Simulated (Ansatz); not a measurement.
## Structure relaxation of CsAs2

Level of theory: DFT PBE, scalar-relativistic, plane waves, PAW in Ansatz 0.2.0.

The start puts CsAs2 on the sites of a reported ThAs2 cell (P4/nmm, No. 129), with Cs in place of Th, at a guessed volume.

The final relaxation ran on this input, with the default PAW datasets:

```yaml
crystal:
  lattice:
    - [3.8025368814, 0.0, 0.0]
    - [0.0, 3.8025368814, 0.0]
    - [0.0, 0.0, 12.8912434291]
  atoms:
    - { symbol: Cs, position: [0.5, 0.0, 0.2537956696] }
    - { symbol: Cs, position: [0.0, 0.5, 0.7462043304] }
    - { symbol: As, position: [0.0, 0.0, 0.0] }
    - { symbol: As, position: [0.5, 0.5, 0.0] }
    - { symbol: As, position: [0.5, 0.0, 0.529814695] }
    - { symbol: As, position: [0.0, 0.5, 0.470185305] }
basis:
  ecutwfc: 420
kpoints:
  mp_grid: { grid: [10, 10, 4] }
hamiltonian:
  xc: pbe
scf:
  occupations: { method: gaussian, width: 0.1 }
output:
  forces: true
  stress: true
  eigenvalues: true
  write_density: true
  write_potential: true
  elf: true
  volumetric_format: npy
relax:
  adjacent_minimum: "off"
  f_tol: 0.01
  max_steps: 80
  cell: { stress_tol: 0.05 }
```

Launched as:

```bash
ansatz run input.yaml --threads 1 --pin off --max-ram 2560MiB --backend cpu --events-out ev --progress --plain --runs-dir out
```

Time: 3.7 min on 1 thread of Arm Neoverse V2, with other jobs on the host, peak memory 0.68 GiB.

End of the output:

```
SCF converged after 5 iterations
Free energy (F): -30767.083552 eV
Harris-Foulkes:  -30767.083552 eV  (|F-HF|=0.00e0)
Internal energy: -30767.075605 eV  (E = F + TS)
E sigma→0 (E₀):  -30767.079579 eV
Entropy (-TS):   -0.007947 eV (-1.324 meV/atom)
Fermi energy:    8.368422 eV
--- Per-component energies (eV) ---
  E_band       = -1087.973822
  E_kinetic    = 695.201685
  E_local      = -9926.788167  (includes V_loc(G=0)·N_el)
  E_nonlocal   = -2622.582695
  E_hartree    = 5223.730096
  E_xc         = -665.927444
  E_vxc        = -570.490702  (∫ρ·V_xc dr)
  E_paw        = -17472.486114  (= ΣΔE_a)
  E_vpaw       = 889.225846  (= ΣTr[D̂ρ^β])
  E_aug_tail   = 0.000030  (compensation charges beyond the density's cutoff)
  E_ewald      = -5998.222996
  E_smearing   = -0.007947  (= −TS)
  E_closure    = 0.000000  (closes the sum)
  Σ components = -30767.083552   (vs F -30767.083552, Δ=0.00e0)
--- Forces (eV/Å), atoms counted from 1 ---
  atom   1  Cs     0.00000000     0.00000000     0.00567691
  atom   2  Cs     0.00000000     0.00000000    -0.00567691
  atom   3  As     0.00000000     0.00000000     0.00000000
  atom   4  As     0.00000000     0.00000000     0.00000000
  atom   5  As     0.00000000     0.00000000     0.00043924
  atom   6  As     0.00000000     0.00000000    -0.00043924
  max |Σ_I F_I| component: 1.73e-18 eV/Å
--- Stress (GPa, compression-positive) ---
       -0.004390       0.000000       0.000000
        0.000000      -0.004390       0.000000
        0.000000       0.000000      -0.012079
  P = ⅓ Tr σ = -0.0070 GPa (-0.070 kbar)
--- Relaxed structure (5 steps of the walk, 4 accepted, 1 SCFs on fresh bases) ---
  F+E_penalty+E_count = -30767.08355218 eV   max|allowed force component| = 5.677e-3 eV/Å   (the final SCF, on the basis selected at the relaxed cell)
  cell:  # Å, volume = 182.9560 Å³
    - [3.771218, 0.000000, 0.000000]
    - [0.000000, 3.771218, 0.000000]
    - [0.000000, 0.000000, 12.864222]
  atoms:
    - { symbol: Cs, position: [0.5, 0.000000, 0.252275] }
    - { symbol: Cs, position: [0.000000, 0.5, 0.747725] }
    - { symbol: As, position: [0.000000, 0.000000, 0.000000] }
    - { symbol: As, position: [0.5, 0.5, 0.000000] }
    - { symbol: As, position: [0.5, 0.000000, 0.533246] }
    - { symbol: As, position: [0.000000, 0.5, 0.466754] }
```

Total energies depend on the potentials used, so only differences within one code and one set of settings carry meaning.

The result has space group P4/nmm (No. 129). Cs has 9 As at 3.61–3.84 Å and 4 Cs at 3.77 Å; As on Wyckoff site a (2 atoms of the primitive cell) is coordinated by 4 As at 2.67 Å; around As on Wyckoff site c (2 atoms of the primitive cell) lie 4 As at 2.80 Å.

Against the elements it lies at -0.17 eV/atom. The zero of energy is the elements' standard structures at the same level; no fitted shifts are applied.

For metals, differences of a few meV/atom aren't resolved.

Symmetry constrained the relaxation, so the result can be a saddle point.